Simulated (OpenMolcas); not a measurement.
# A workflow on HNO (nitroxyl)

Wanted: a single-point energy (HF/ANO-R0), then a single-point energy (CASSCF(2,2)/ANO-R2), then the energy (CASPT2(2,2)/ANO-R2) of HNO (nitroxyl). 

The results are computed with OpenMolcas 26.06.

**1. The molecule**

HNO: 3 atoms, total charge 0, spin state singlet. SMILES: `N=O`. The coordinates come from a GFN2-xTB relaxation.

Bond lengths: N1–O2 1.201 Å, N1–H3 1.062 Å. Angles: O2–N1–H3 112.4°.

**2. The energy at HF/ANO-R0 (sfX2C) (run 1)**

File step1.input:

```
* HNO Hartree-Fock
>>> EXPORT MOLCAS_PRINT=2

&gateway
  coord
  3
  angstrom
  N       -0.275940       0.297220      -0.114780
  O        0.768580       0.418030       0.466150
  H       -0.492640      -0.715240      -0.351380
  basis
  ANO-R0
  group
  NoSym

&seward

&scf
  prorbitals
  0
```

Launch:

```
$ export MOLCAS_MEM=1860
$ pymolcas step1.input > step1.log
```

What it wrote:

```text
--- Start Module: gateway ---
[...]
--- Stop Module: gateway /rc=_RC_ALL_IS_WELL_ ---
--- Start Module: seward ---
[...]
      Basis functions           11
--- Stop Module: seward /rc=_RC_ALL_IS_WELL_ ---
--- Start Module: scf ---
[...]
       Convergence after  11 Iterations
[...]
::    Total SCF energy                               -129.6026422361
[...]
      Total spin, S                                     0.0000000000
[...]
      Total electronic charge=   16.000000
      Total            charge=   -0.000000
[...]
      Dipole Moment (debye):
      Origin of the operator (angstrom)=    0.2559    0.3266    0.1772
                   X=  7.5885E-03               Y= -1.1619E+00               Z= -1.3248E-01           Total=  1.1695E+00
      Quadrupole Moment (debye*angstrom):
[...]
--- Stop Module: scf /rc=_RC_ALL_IS_WELL_ ---
[...]
```

Wall time 2 s (1 thread of Arm Neoverse V1, shared host); peak memory 0.37 GiB.

**3. A single-point energy at CASSCF(2,2)/ANO-R2 (sfX2C, RICD fitting) (run 2)**

File step2.input:

```
* HNO CASSCF
>>> EXPORT MOLCAS_PRINT=2

&GATEWAY
  Coord
  3
  angstrom
  N       -0.275940       0.297220      -0.114780
  O        0.768580       0.418030       0.466150
  H       -0.492640      -0.715240      -0.351380
  Basis=ANO-R0
  Group=NoSym

&SEWARD

&RASSCF
  FileOrb=$CurrDir/step1.ScfOrb
  Alter=1
  1 7 8
  Spin=1
  Nactel=2 0 0
  Inactive=7
  Ras2=2
  OrbListing=Nothing
>>> COPY $Project.RunFile RUNFIL1
>>> COPY $Project.RasOrb INPORB

&GATEWAY
  Coord
  3
  angstrom
  N       -0.275940       0.297220      -0.114780
  O        0.768580       0.418030       0.466150
  H       -0.492640      -0.715240      -0.351380
  Basis=ANO-R2
  Group=NoSym
  RICD

&SEWARD
>>> COPY $Project.RunFile RUNFIL2

&EXPBAS

&RASSCF
  FileOrb=$Project.ExpOrb
  Spin=1
  Nactel=2 0 0
  Inactive=7
  Ras2=2
  OrbListing=Nothing
  OrbAppear=Compact
```

Launch:

```
$ export MOLCAS_MEM=1860
$ pymolcas step2.input > step2.log
```

What it wrote:

```text
--- Start Module: gateway ---
[...]
      Basis functions           11
[...]
      Number of active orbitals                  2
[...]
      Spin quantum number                      0.0
[...]
      Active orbitals                            2
[...]
      Number of CSFs                             3
[...]
      Number of root(s) required                 1
[...]
      Convergence after 10 iterations
[...]
      printout of CI-coefficients larger than  0.05 for root  1
      energy=    -129.667004
      conf/sym  11     Coeff  Weight
             1  20   0.96112 0.92375
             3  02  -0.27614 0.07625
      Natural orbitals and occupation numbers for root  1
      sym 1:   1.847494   0.152506
      ************************************************************************************************************************
      *                                                    Final results                                                     *
[...]
::    RASSCF root number  1 Total energy:   -129.66700449
[...]
      Basis functions           80
[...]
      Convergence after 16 iterations
[...]
      Natural orbitals and occupation numbers for root  1
      sym 1:   1.882074   0.117926
      ************************************************************************************************************************
      *                                                    Final results                                                     *
[...]
::    RASSCF root number  1 Total energy:   -129.97411650
[...]
      Total electronic charge=   16.000000
      Total            charge=   -0.000000
[...]
      Dipole Moment (debye):
      Origin of the operator (angstrom)=    0.2559    0.3266    0.1772
                   X= -6.2186E-01               Y= -1.6146E+00               Z= -5.2721E-01           Total=  1.8087E+00
      Quadrupole Moment (debye*angstrom):
[...]
```

It took 7.8 s on 1 thread of Arm Neoverse V1, shared host; peak memory 0.37 GiB.

**4. A single-point energy at CASPT2(2,2)/ANO-R2 (sfX2C, RICD fitting, ipea shift 0.25 Eh, pt2 variant SS) (run 3)**

File step3.input:

```
* HNO CASPT2
>>> EXPORT MOLCAS_PRINT=2
&GATEWAY
Coord
3
angstrom
N       -0.275940       0.297220      -0.114780
O        0.768580       0.418030       0.466150
H       -0.492640      -0.715240      -0.351380
Basis=ANO-R2
Group=NoSym
RICD
&SEWARD
&RASSCF
FileOrb=$CurrDir/step2.RasOrb
Spin=1
Nactel=2 0 0
Inactive=7
Ras2=2
OrbListing=Nothing
OrbAppear=Compact
&CASPT2
Imaginary=0.2
```

Launch:

```
$ export MOLCAS_MEM=1860
$ pymolcas step3.input > step3.log
```

What it wrote:

```text
--- Start Module: gateway ---
[...]
--- Stop Module: gateway /rc=_RC_ALL_IS_WELL_ ---
[...]
      Basis functions           80
[...]
--- Start Module: rasscf ---
[...]
      Number of active orbitals                  2
[...]
      Spin quantum number                      0.0
[...]
      Active orbitals                            2
[...]
      Number of CSFs                             3
[...]
      Number of root(s) required                 1
[...]
      Convergence after  4 iterations
[...]
      printout of CI-coefficients larger than  0.05 for root  1
      energy=    -129.974117
      conf/sym  11     Coeff  Weight
             1  20   0.97007 0.94103
             3  02  -0.24283 0.05897
      Natural orbitals and occupation numbers for root  1
      sym 1:   1.882068   0.117932
      ************************************************************************************************************************
      *                                                    Final results                                                     *
[...]
::    RASSCF root number  1 Total energy:   -129.97411650
[...]
      Total electronic charge=   16.000000
      Total            charge=   -0.000000
[...]
      Dipole Moment (debye):
      Origin of the operator (angstrom)=    0.2559    0.3266    0.1772
                   X= -6.2184E-01               Y= -1.6145E+00               Z= -5.2720E-01           Total=  1.8087E+00
      Quadrupole Moment (debye*angstrom):
[...]
--- Stop Module: rasscf /rc=_RC_ALL_IS_WELL_ ---
[...]
--- Start Module: caspt2 ---
[...]
      E2 (Variational):          -0.3910414000
      Total energy:            -130.3651579020
[...]
      Reference weight:           0.91311
[...]
::    CASPT2 Root  1     Total energy:   -130.36515790
[...]
--- Stop Module: caspt2 /rc=_RC_ALL_IS_WELL_ ---
[...]
```

Run time: 5.1 s. Hardware: 1 thread of Arm Neoverse V1, shared host; peak memory 0.082 GiB.

**5. Summary of results**

```
                                                 quantity          value
                           run 1, HF/ANO-R0: total energy  -129.60264 Eh
                          run 1, HF/ANO-R0: dipole moment         1.17 D
                            run 1, HF/ANO-R0: HOMO energy       -9.50 eV
                            run 1, HF/ANO-R0: LUMO energy        5.10 eV
                          run 1, HF/ANO-R0: HOMO–LUMO gap       14.60 eV
                  run 2, CASSCF(2,2)/ANO-R2: total energy  -129.97412 Eh
run 2, CASSCF(2,2)/ANO-R2: dipole moment (CASSCF density)         1.81 D
                  run 3, CASPT2(2,2)/ANO-R2: total energy  -130.36516 Eh
run 3, CASPT2(2,2)/ANO-R2: dipole moment (CASSCF density)         1.81 D
```

Mulliken charges (run 1, HF/ANO-R0) run from -0.19 on N1 to +0.24 on H3. Mulliken charges (run 2, CASSCF(2,2)/ANO-R2) run from -0.18 on O2 to +0.22 on H3; they depend strongly on the basis.
